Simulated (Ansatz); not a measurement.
# Si2H6 (singlet): from Hartree-Fock to the top rungs at distance Si1–H5 along a hydrogen transfer = 2.109 Å, cc-pVDZ

How much of the correlation energy of Si2H6 (singlet) does each wave-function method recover here?

Program: Ansatz 0.2.0, Gaussian basis. Level of theory: cc-pVDZ, core rule «outside noble gas», up to 10 orbitals frozen. These are calculated values, not measurements.

The runs, in order: UHF; CCSD(T) on RHF; CCSD(T) on UHF; BCCD(T) on RHF; CISD; CCSDT(Q) on RHF; CASSCF and NEVPT2, 2 electrons in 2 orbitals; CASSCF and NEVPT2, 8 electrons in 8 orbitals.

7 further runs of the same task are left out: 1 for a known fault of the program, 5 that didn't finish, 1 set aside as unsound or not needed.

## 1. What is computed

The geometry derives from fragments relaxed apart (PBE0/def2-TZVP) and kept rigid, so it is no stationary point. A hydrogen atom is moved between rigid fragments.

8 atoms, charge 0, spin multiplicity 1.

Atoms are counted from 1 here; the program's logs count them from 0.

Bond lengths: Si1–H2 1.485 Å, Si1–H3 1.485 Å, Si1–H4 1.485 Å, H5–Si6 1.690 Å, Si6–H7 1.526 Å, Si6–H8 1.526 Å. Angles: H2–Si1–H3 109.5°, H2–Si1–H4 109.5°, H3–Si1–H4 109.5°, H5–Si6–H7 113.7°, H5–Si6–H8 113.7°, H7–Si6–H8 91.2°.

In the tables R marks a restricted determinant and U an unrestricted one; 'frontier' is the active space of 8 electrons in 8 orbitals; 'pair' is the active space of 2 electrons in 2 orbitals; energies count from the table's Hartree-Fock row.

## 2. UHF

in.yaml reads:

```yaml
crystal:
  periodic: [false, false, false]
  atoms:
    - {symbol: Si, position_ang: [-1.867906, 0.028327, 0.000001]}
    - {symbol: H, position_ang: [-2.362778, 1.428035, 0.000001]}
    - {symbol: H, position_ang: [-2.362777, -0.671527, 1.212184]}
    - {symbol: H, position_ang: [-2.362778, -0.671527, -1.212182]}
    - {symbol: H, position_ang: [0.241094, 0.028327, 0.000000]}
    - {symbol: Si, position_ang: [1.931094, 0.028327, -0.000001]}
    - {symbol: H, position_ang: [2.543275, -0.845957, 1.090012]}
    - {symbol: H, position_ang: [2.543274, -0.845957, -1.090013]}
basis:
  gaussian: {orbitals: cc-pVDZ}
magnetization: {spin_polarized: true, initial_magnetization: 0}
hamiltonian: {xc: hf}
output: {orbitals: {seedname: orbitals}}
```

Launch:

```console
$ ansatz run in.yaml --threads 1 --pin off --events-out ev --progress --plain --max-ram 2393MiB
```

The program printed:

```text
Functional definition: HF
  name "HF"
  cite "Fock, Z. Phys. 61, 126 (1930) doi:10.1007/BF01340294"
  parent pbe
  exchange = exact_x
  correlation = 0
623 factors; integrals over basis functions are off by at most 1.4e-3 eV
mean field evaluation 1: about -15814.0552 eV, gradient 8.9e0 eV
mean field evaluation 2: about -15814.0575 eV, gradient 8.9e0 eV
mean field evaluation 4: about -15815.0385 eV, gradient 1.1e0 eV
mean field evaluation 8: about -15815.0529 eV, gradient 1.8e-3 eV
mean field evaluation 16: about -15815.8433 eV, gradient 7.6e-3 eV
mean field evaluation 32: about -15814.3590 eV, gradient 2.8e0 eV
mean field -15815.84327120 eV, -581.2215198530 hartree, gradient 1.5e-5 eV, S^2 0.871655; 4 other end points of the search recorded, 0 dependent functions left out
reference -15815.84327120 eV, -581.2215198530 hartree; 17, 17 occupied and 49, 49 virtual orbitals, 623 factors
Total energy: -15815.84327120 eV, -581.2215198530 hartree
```

Wall time 1.7 s (1 thread of Arm Neoverse V1, shared host).

From the report: ⟨S²⟩ of the determinant 0.872 (pure singlet: 0.00). The determinant is far from a pure spin state, so its energy mixes those of several spin states (harmless only where they are near-degenerate, as at dissociation).

The unrestricted solution breaks the spin symmetry, so the restricted determinant is unstable here.

## 3. CCSD(T) on RHF

in.yaml, as its differences from that of step 2:

```diff
@@ -13,4 +13,4 @@
   gaussian: {orbitals: cc-pVDZ}
-magnetization: {spin_polarized: true, initial_magnetization: 0}
-hamiltonian: {xc: hf}
-output: {orbitals: {seedname: orbitals}}
+magnetization: {spin_polarized: false}
+correlation: {method: ccsd_t, electrons: outside_noble_gas}
+output: {forces: true}
```

Launched as before.

The program printed (excerpt; [...] marks lines left out):

```text
Functional definition: HF
  name "HF"
  cite "Fock, Z. Phys. 61, 126 (1930) doi:10.1007/BF01340294"
  parent pbe
[...]
623 factors; integrals over basis functions are off by at most 1.4e-3 eV
[...]
mean field -15815.05286381 eV, -581.1924729173 hartree, gradient 2.7e-6 eV, S^2 0.000000; 0 other end points of the search recorded, 0 dependent functions left out; unrestricted orbitals would lower it
10 core orbitals not correlated: weight in the atoms' cores, before any rotation towards them, 1.000 or more for the frozen orbitals, at most 0.000 for the correlated occupied ones
reference -15815.05286381 eV, -581.1924729173 hartree; 7, 7 occupied and 49, 49 virtual orbitals, 623 factors
second order -6.16255208 eV of doubles, -0.00000000 eV of singles
cycle   1  -7.23466608 eV  change    -1.1e0 eV  update   1.0e-1
[...]
cycle  14  -7.77378162 eV  change    1.8e-6 eV  update   1.3e-6
perturbative correction -0.29415605 eV, -0.0108100355 hartree
[...]
Total energy: -15823.12080149 eV, -581.4889641583 hartree
Atom 0 at    -1.867906     0.028327     0.000001 Å, force     0.722213    -0.373858    -0.000000 eV/Å
Atom 1 at    -2.362778     1.428035     0.000001 Å, force     0.198936     0.202165     0.000000 eV/Å
Atom 2 at    -2.362777    -0.671527     1.212184 Å, force     0.053295    -0.071249     0.150295 eV/Å
Atom 3 at    -2.362778    -0.671527    -1.212182 Å, force     0.053295    -0.071249    -0.150295 eV/Å
Atom 4 at     0.241094     0.028327     0.000000 Å, force    -0.632177     0.244188     0.000000 eV/Å
Atom 5 at     1.931094     0.028327    -0.000001 Å, force     0.405128    -0.179066     0.000000 eV/Å
Atom 6 at     2.543275    -0.845957     1.090012 Å, force    -0.400345     0.124535     0.233690 eV/Å
Atom 7 at     2.543274    -0.845957    -1.090013 Å, force    -0.400345     0.124535    -0.233691 eV/Å
Dipole moment:    -0.215113     0.064287    -0.000000 e Å
```

It took 4.8 s on 1 thread of Arm Neoverse V1, shared host.

From the report: correlation -8.0679 eV; T1 0.030; largest double amplitude 0.24.

## 4. CCSD(T) on UHF

in.yaml, as its differences from that of step 3:

```diff
@@ -13,3 +13,3 @@
   gaussian: {orbitals: cc-pVDZ}
-magnetization: {spin_polarized: false}
+magnetization: {spin_polarized: true, initial_magnetization: 0}
 correlation: {method: ccsd_t, electrons: outside_noble_gas}
```

The command is unchanged.

The program printed (excerpt; [...] marks lines left out):

```text
Functional definition: HF
  name "HF"
  cite "Fock, Z. Phys. 61, 126 (1930) doi:10.1007/BF01340294"
  parent pbe
[...]
623 factors; integrals over basis functions are off by at most 1.4e-3 eV
[...]
mean field -15815.84327120 eV, -581.2215198530 hartree, gradient 2.5e-6 eV, S^2 0.871655; 6 other end points of the search recorded, 0 dependent functions left out
determinant -15815.84327120 eV, -581.2215198530 hartree, with singles and doubles -15822.80791606 eV, -581.4774658307 hartree
determinant -15813.81416730 eV, -581.1469516601 hartree, with singles and doubles -15821.69542886 eV, -581.4365826803 hartree
determinant -15815.05286381 eV, -581.1924729173 hartree, with singles and doubles -15822.82629639 eV, -581.4781412955 hartree
determinant -15815.84327120 eV, -581.2215198530 hartree, with singles and doubles -15822.83435053 eV, -581.4784372797 hartree
[...]
cycle   4  -6.99107903 eV  change   -8.3e-7 eV  update   8.2e-7
perturbative correction -0.19332220 eV, -0.0071044599 hartree
[...]
Total energy: -15823.02767243 eV, -581.4855417286 hartree
Atom 0 at    -1.867906     0.028327     0.000001 Å, force     0.708275    -0.339140    -0.000000 eV/Å
Atom 1 at    -2.362778     1.428035     0.000001 Å, force     0.181445     0.203349    -0.000000 eV/Å
Atom 2 at    -2.362777    -0.671527     1.212184 Å, force     0.050133    -0.074299     0.153457 eV/Å
Atom 3 at    -2.362778    -0.671527    -1.212182 Å, force     0.050133    -0.074299    -0.153457 eV/Å
Atom 4 at     0.241094     0.028327     0.000000 Å, force    -0.548957     0.223863     0.000000 eV/Å
Atom 5 at     1.931094     0.028327    -0.000001 Å, force     0.368710    -0.293574     0.000000 eV/Å
Atom 6 at     2.543275    -0.845957     1.090012 Å, force    -0.404869     0.177049     0.243774 eV/Å
Atom 7 at     2.543274    -0.845957    -1.090013 Å, force    -0.404869     0.177049    -0.243774 eV/Å
Dipole moment:    -0.200790     0.064272    -0.000000 e Å
```

Run time: 25 s. Hardware: 1 thread of Arm Neoverse V1, shared host; peak memory 0.3 GiB.

From the report: ⟨S²⟩ of the determinant 0.872 (pure singlet: 0.00); correlation -7.1844 eV; T1 0.041; largest double amplitude 0.12. The determinant is far from a pure spin state, so its energy mixes those of several spin states (harmless only where they are near-degenerate, as at dissociation).

## 5. BCCD(T) on RHF

in.yaml, as its differences from that of step 4:

```diff
@@ -13,4 +13,3 @@
   gaussian: {orbitals: cc-pVDZ}
-magnetization: {spin_polarized: true, initial_magnetization: 0}
-correlation: {method: ccsd_t, electrons: outside_noble_gas}
-output: {forces: true}
+magnetization: {spin_polarized: false}
+correlation: {method: bccd_t, electrons: outside_noble_gas}
```

Same command.

The program printed (excerpt; [...] marks lines left out):

```text
Functional definition: HF
  name "HF"
  cite "Fock, Z. Phys. 61, 126 (1930) doi:10.1007/BF01340294"
  parent pbe
[...]
623 factors; integrals over basis functions are off by at most 1.4e-3 eV
[...]
mean field -15815.05286381 eV, -581.1924729173 hartree, gradient 2.7e-6 eV, S^2 0.000000; 0 other end points of the search recorded, 0 dependent functions left out; unrestricted orbitals would lower it
10 core orbitals not correlated: weight in the atoms' cores, before any rotation towards them, 1.000 or more for the frozen orbitals, at most 0.000 for the correlated occupied ones
reference -15815.05286381 eV, -581.1924729173 hartree; 7, 7 occupied and 49, 49 virtual orbitals, 623 factors
second order -6.16255208 eV of doubles, -0.00000000 eV of singles
cycle   1  -7.25972283 eV  change    -1.1e0 eV  update   1.0e-1
[...]
cycle  12  -7.75803520 eV  change   -6.4e-6 eV  update   1.1e-5
perturbative correction -0.30809924 eV, -0.0113224384 hartree
Total energy: -15823.11899825 eV, -581.4888978905 hartree
```

Wall time 1.6 s (1 thread of Arm Neoverse V1, shared host).

From the report: correlation -8.0661 eV; largest double amplitude 0.24.

## 6. CISD

in.yaml, as its differences from that of step 5:

```diff
@@ -13,3 +13,2 @@
   gaussian: {orbitals: cc-pVDZ}
-magnetization: {spin_polarized: false}
-correlation: {method: bccd_t, electrons: outside_noble_gas}
+correlation: {active_space: {ras: {orbitals: [7, 0, 49], electrons: 14, max_holes: 2, max_particles: 2}, fixed_orbitals: true}}
```

Launched as before.

The program printed:

```text
Functional definition: HF
  name "HF"
  cite "Fock, Z. Phys. 61, 126 (1930) doi:10.1007/BF01340294"
  parent pbe
  exchange = exact_x
  correlation = 0
623 factors; integrals over basis functions are off by at most 1.4e-3 eV
mean field evaluation 1: about -15814.0552 eV, gradient 1.3e1 eV
mean field evaluation 2: about -15814.0575 eV, gradient 1.3e1 eV
mean field evaluation 4: about -15815.0385 eV, gradient 1.5e0 eV
mean field evaluation 8: about -15815.0529 eV, gradient 2.0e-3 eV
mean field -15815.05286381 eV, -581.1924729173 hartree, gradient 2.7e-6 eV, S^2 0.000000; 0 other end points of the search recorded, 0 dependent functions left out
reference -15815.05286381 eV, -581.1924729173 hartree; 17, 17 occupied and 49, 49 virtual orbitals, 623 factors
state -15821.86808459 eV, -581.4429276615 hartree
Total energy: -15821.86808459 eV, -581.4429276615 hartree
```

It took 2.6 s on 1 thread of Arm Neoverse V1, shared host.

From the report: 84,724 determinants.

## 7. CCSDT(Q) on RHF

in.yaml, as its differences from that of step 6:

```diff
@@ -13,2 +13,3 @@
   gaussian: {orbitals: cc-pVDZ}
-correlation: {active_space: {ras: {orbitals: [7, 0, 49], electrons: 14, max_holes: 2, max_particles: 2}, fixed_orbitals: true}}
+magnetization: {spin_polarized: false}
+correlation: {method: ccsdt_q, electrons: outside_noble_gas}
```

Launched as before.

The program printed (excerpt; [...] marks lines left out):

```text
Functional definition: HF
  name "HF"
  cite "Fock, Z. Phys. 61, 126 (1930) doi:10.1007/BF01340294"
  parent pbe
[...]
1274 factors; integrals over basis functions are off by at most 1.9e-7 eV
[...]
mean field -15815.05291701 eV, -581.1924748724 hartree, gradient 2.7e-6 eV, S^2 0.000000; 0 other end points of the search recorded, 0 dependent functions left out; unrestricted orbitals would lower it
10 core orbitals not correlated: weight in the atoms' cores, before any rotation towards them, 1.000 or more for the frozen orbitals, at most 0.000 for the correlated occupied ones
reference -15815.05291701 eV, -581.1924748724 hartree; 7, 7 occupied and 49, 49 virtual orbitals, 1274 factors
second order -6.16263420 eV of doubles, -0.00000000 eV of singles
cycle   1  -7.23465382 eV  change    -1.1e0 eV  update   1.1e-1
[...]
cycle  18  -8.13664374 eV  change   -1.4e-6 eV  update   5.5e-7
perturbative correction -0.02307417 eV, -0.0008479602 hartree
Total energy: -15823.21263493 eV, -581.4923389749 hartree
```

Wall time 52 s (1 thread of Arm Neoverse V1, shared host); peak memory 0.6 GiB.

From the report: correlation -8.1597 eV; T1 0.035; largest double amplitude 0.33.

## 8. CASSCF and NEVPT2, 2 electrons in 2 orbitals

in.yaml, as its differences from that of step 7:

```diff
@@ -13,3 +13,2 @@
   gaussian: {orbitals: cc-pVDZ}
-magnetization: {spin_polarized: false}
-correlation: {method: ccsdt_q, electrons: outside_noble_gas}
+correlation: {method: sc_nevpt2, electrons: outside_noble_gas, active_space: {window: {electrons: 2, orbitals: 2}}}
```

Launched as before.

The program printed:

```text
Functional definition: HF
  name "HF"
  cite "Fock, Z. Phys. 61, 126 (1930) doi:10.1007/BF01340294"
  parent pbe
  exchange = exact_x
  correlation = 0
623 factors; integrals over basis functions are off by at most 1.4e-3 eV
mean field evaluation 1: about -15814.0552 eV, gradient 1.3e1 eV
mean field evaluation 2: about -15814.0575 eV, gradient 1.3e1 eV
mean field evaluation 4: about -15815.0385 eV, gradient 1.5e0 eV
mean field evaluation 8: about -15815.0529 eV, gradient 2.0e-3 eV
mean field -15815.05286381 eV, -581.1924729173 hartree, gradient 2.7e-6 eV, S^2 0.000000; 0 other end points of the search recorded, 0 dependent functions left out; unrestricted orbitals would lower it
reference -15815.05286381 eV, -581.1924729173 hartree; 17, 17 occupied and 49, 49 virtual orbitals, 623 factors
state -15816.01698620 eV, -581.2279037616 hartree
state -15816.01698620 eV, -581.2279037616 hartree; corrected -15821.56862429 eV, -581.4319226984 hartree
Total energy: -15821.56862429 eV, -581.4319226984 hartree
```

It took 1.5 s on 1 thread of Arm Neoverse V1, shared host.

From the report: 4 determinants; active occupations 1.70, 0.30.

## 9. CASSCF and NEVPT2, 8 electrons in 8 orbitals

in.yaml, as its differences from that of step 8:

```diff
@@ -13,2 +13,2 @@
   gaussian: {orbitals: cc-pVDZ}
-correlation: {method: sc_nevpt2, electrons: outside_noble_gas, active_space: {window: {electrons: 2, orbitals: 2}}}
+correlation: {method: sc_nevpt2, electrons: outside_noble_gas, active_space: {window: {electrons: 8, orbitals: 8}}}
```

Same command.

The program printed:

```text
Functional definition: HF
  name "HF"
  cite "Fock, Z. Phys. 61, 126 (1930) doi:10.1007/BF01340294"
  parent pbe
  exchange = exact_x
  correlation = 0
623 factors; integrals over basis functions are off by at most 1.4e-3 eV
mean field evaluation 1: about -15814.0552 eV, gradient 1.3e1 eV
mean field evaluation 2: about -15814.0575 eV, gradient 1.3e1 eV
mean field evaluation 4: about -15815.0385 eV, gradient 1.5e0 eV
mean field evaluation 8: about -15815.0529 eV, gradient 2.0e-3 eV
mean field -15815.05286381 eV, -581.1924729173 hartree, gradient 2.7e-6 eV, S^2 0.000000; 0 other end points of the search recorded, 0 dependent functions left out; unrestricted orbitals would lower it
reference -15815.05286381 eV, -581.1924729173 hartree; 17, 17 occupied and 49, 49 virtual orbitals, 623 factors
state -15817.36149275 eV, -581.2773134658 hartree
state -15817.36149275 eV, -581.2773134658 hartree; corrected -15821.67165443 eV, -581.4357089861 hartree
Total energy: -15821.67165443 eV, -581.4357089861 hartree
```

Wall time 11 s (1 thread of Arm Neoverse V1, shared host).

From the report: 2,500 determinants; active occupations 1.98, 1.97, 1.97, 1.71, 0.29, 0.03, 0.03, 0.02.

## 10. All levels against the top one

No level here is safe as a reference; RCCSDT(Q) serves as a yardstick only. Rows without a time come out of other runs: HF, MP2 and CCSD of CCSD(T), CCSDT of CCSDT(Q), CASSCF and MRCISD of the multireference runs. The times of RCCSD(T), UCCSD(T) include forces.

Differences are taken before rounding.

| method | energy from the lowest RHF (meV) | from RCCSDT(Q) (meV) | time |
| --- | --- | --- | --- |
| RHF | 0.0 | +8159.8 |  |
| UHF | -790.4 | +7369.4 |  |
| RMP2 | -6162.6 | +1997.2 |  |
| UMP2 | -6211.9 | +1947.9 |  |
| CISD | -6815.2 | +1344.6 | 2.6 s |
| RCCSD | -7773.8 | +386.0 |  |
| UCCSD | -7781.5 | +378.3 |  |
| RCCSD(T) | -8067.9 | +91.8 | 4.8 s |
| UCCSD(T) | -7974.8 | +185.0 | 25 s |
| BCCD(T) | -8066.1 | +93.6 | 1.6 s |
| RCCSDT | -8136.7 | +23.1 |  |
| RCCSDT(Q) | -8159.8 | 0 | 52 s |
| CASSCF pair | -964.1 | +7195.6 |  |
| NEVPT2 pair | -6515.8 | +1644.0 | 1.5 s |
| CASSCF frontier | -2308.6 | +5851.1 |  |
| NEVPT2 frontier | -6618.8 | +1541.0 | 11 s |

Among the levels timed on like hardware and quicker than the yardstick, those that no quicker one beats, quickest first: NEVPT2 pair (1.5 s, +1644.0 meV); BCCD(T) (1.6 s, +93.6 meV); RCCSD(T) (4.8 s, +91.8 meV).

## 11. What came out

| quantity | value |
| --- | --- |
| RCCSDT(Q) below the RHF energy | -8.1598 eV |
| RMP2 from RCCSDT(Q) | +1997.2 meV |
| UMP2 from RCCSDT(Q) | +1947.9 meV |
| RCCSD from RCCSDT(Q) | +386.0 meV |
| RCCSD(T) from RCCSDT(Q) | +91.8 meV |
| UCCSD(T) from RCCSDT(Q) | +185.0 meV |
| NEVPT2 pair from RCCSDT(Q) | +1644.0 meV |
| NEVPT2 frontier from RCCSDT(Q) | +1541.0 meV |
| T1 diagnostic | 0.030 |

RCCSD(T) lands +91.8 meV from the yardstick (1.1 % of the correlation energy). CCSD(T) misses by +91.8 meV on the restricted determinant and by +185.0 meV on the unrestricted one; the two need not hold the same state or core. Warnings: restricted reference is unstable; spin contamination; large T1 diagnostic.
